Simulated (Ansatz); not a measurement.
AlH2O (`[O][AlH2]`) radical. Total charge 0; spin multiplicity 2.

| atom | x (Å) | y (Å) | z (Å) |
| --- | --- | --- | --- |
| O1 | 0.214 | -1.465 | -0.704 |
| Al2 | -0.011 | 0.078 | 0.038 |
| H3 | 0.907 | 1.243 | -0.504 |
| H4 | -1.109 | 0.144 | 1.170 |

(1) List the harmonic frequencies (cm⁻¹, unscaled) at PBE0-D4/def2-TZVP in Ansatz. (Best estimate.)

(2) Is this a minimum?

(3) Give the ideal-gas thermochemistry at 298.15 K and 1 bar (rigid rotor, harmonic oscillator; point group C2v, symmetry number 2).

Results:

(1) Computed: 404, 590, 704, 810, 1948, 1962.

(2) Yes, all 6 modes are real.

(3) Zero-point energy 38.4 kJ/mol; H(298) − E = 50.0 kJ/mol; entropy 248.4 J/(mol·K), of which translation 156.3, rotation 78.2, vibration 8.0, electronic 5.8; G(298) − E = -24.0 kJ/mol.
